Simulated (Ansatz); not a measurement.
# I2Pt: the cost of one run

Computed with Ansatz 0.2.0, Gaussian basis. Level: the settings change from run to run.

1 further run of the same task is left out (it didn't finish).

### 1 The molecule

An earlier r2SCAN-D4 in a triple-zeta def2 set relaxation fixed the geometry. Pt, I take a core potential in def2 sets; no spin-orbit term is included.

3 atoms, charge 0, spin multiplicity 1.

Atoms are counted from 1 here; the program's logs count them from 0.

Bond lengths: Pt1–I2 2.459 Å, Pt1–I3 2.459 Å. Angles: I2–Pt1–I3 180.0°.

Geometry (Å):

```mol
I2Pt
  3D, bonds by distance, orders not assigned

  3  2  0  0  0  0  0  0  0  0999 V2000
   -0.0003    0.0001    0.0000 Pt  0  0
    1.4471    1.8531    0.7193 I   0  0
   -1.4468   -1.8532   -0.7193 I   0  0
  1  2  8  0
  1  3  8  0
M  END
```

### 2 B3LYP/def2-TZVPD

Options: charge +1, multiplicity 2, a grid of angular degree 47, D3(BJ) dispersion, relativity set to none.

in.yaml

```yaml
crystal:
  periodic: [false, false, false]
  atoms:
    - {symbol: Pt, position_ang: [-0.000290, 0.000140, 0.000020]}
    - {symbol: I, position_ang: [1.447150, 1.853070, 0.719260]}
    - {symbol: I, position_ang: [-1.446850, -1.853210, -0.719280]}
basis:
  gaussian: {orbitals: def2-TZVPD, final_grid: {core_spheres: 20, valence_spheres: 16, degree: 47}}
total_charge: 1
magnetization: {spin_polarized: true, initial_magnetization: 1}
hamiltonian: {xc: {name: B3LYP}, dispersion: d3bj, pseudopotentials: {relativity: none}}
scf: {omitted_lower_state_checks: [starts]}
output: {forces: true}
```

On the command line:

```sh
$ ansatz run in.yaml --threads 4 --pin off --events-out ev --progress --plain --max-ram 3916MiB
```

What time and memory should one allow on 4 threads of Arm Neoverse V2, shared host?

About 2 min, with a peak of 1 GiB.
